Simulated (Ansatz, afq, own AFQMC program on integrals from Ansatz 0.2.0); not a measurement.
Two steps: Ansatz 0.2.0 writes the Fock matrix and Cholesky factors of the valence space, and afq projects on them the lowest state that overlaps trial and start.

```yaml
crystal:
  periodic: [false, false, false]
  atoms:
    - {symbol: P, position_ang: [0.007253, 0.076871, 1.164116]}
    - {symbol: Mg, position_ang: [0.007253, 0.016422, -1.525713]}
    - {symbol: H, position_ang: [0.007253, -1.243962, 1.686996]}
    - {symbol: H, position_ang: [-0.405039, -1.514240, -0.669684]}
basis:
  gaussian: {orbitals: cc-pVDZ}
magnetization: {spin_polarized: true, initial_magnetization: 3}
correlation: {method: ccsd_t, electrons: outside_noble_gas, hamiltonian_folder: ham}
```

```sh
$ ansatz run in.yaml --threads 1 --pin off --events-out ev --progress --plain --max-ram 1382MiB
```

Options of the walk:

```
--method free --trial cisd --walkers 60 --time-step 0.03 --max-blocks 80 --target-error 0.00036 --factor-cut 1e-05 --seed 5753 --times 0,0.3,0.6,1.2,1.8,2.4,3.6,4.8,6 --taylor-order 8
```

Times are imaginary, in 1/Eh. The walk had a cap of 1002 s.

Output of the walk:

```
orbitals 36  electrons 6 3  factors 266 of 446
reference energy -541.42557067 Eh
CCSD correlation -0.14947897 Eh in 12 cycles, weight of the determinant in the CISD state 0.8947
repeat  energy at the last time / Eh  error
    10  -541.579366  0.000819
    20  -541.579827  0.000705
    30  -541.579674  0.000558
    40  -541.580011  0.000494
    50  -541.579780  0.000421
    60  -541.579583  0.000366
    70  -541.579880  0.000359
time / (1/Eh)  energy / Eh  error  mean overlap
  0.00  -541.575036  0.000085  1.1175
  0.30  -541.577473  0.000098  1.1103
  0.60  -541.578440  0.000112  1.1141
  1.20  -541.579652  0.000151  1.0947
  1.80  -541.580167  0.000149  1.0815
  2.40  -541.580040  0.000199  1.0650
  3.60  -541.579906  0.000205  1.0824
  4.80  -541.579656  0.000291  1.1106
  6.00  -541.579833  0.000355  1.1627
energy -541.579833 +/- 0.000355 Eh
```

The run passed its tests (error under three times the target), which doesn't prove that it has relaxed.

Against this walk (error 9.6 meV) on the same determinant: CCSD(T) 25.1 meV higher, CCSDT(Q) 7.9 meV lower (within the noise). The error is statistical, and a free projection of finite length keeps a remainder of its start.

Cautions: remainder of the start not in the error; lower spins were not checked.

The walk took 5.7 min on 1 thread of Intel(R) Xeon(R) Platinum 8259CL CPU @ 2.50GHz (Skylake/Cascade Lake), on a shared host. The log's last line is the free-projection energy.

CCSDT and higher add their correlation energy to the determinant of the CCSD(T) run, since their own runs factorise the integrals more tightly (a shift of under 2 meV).
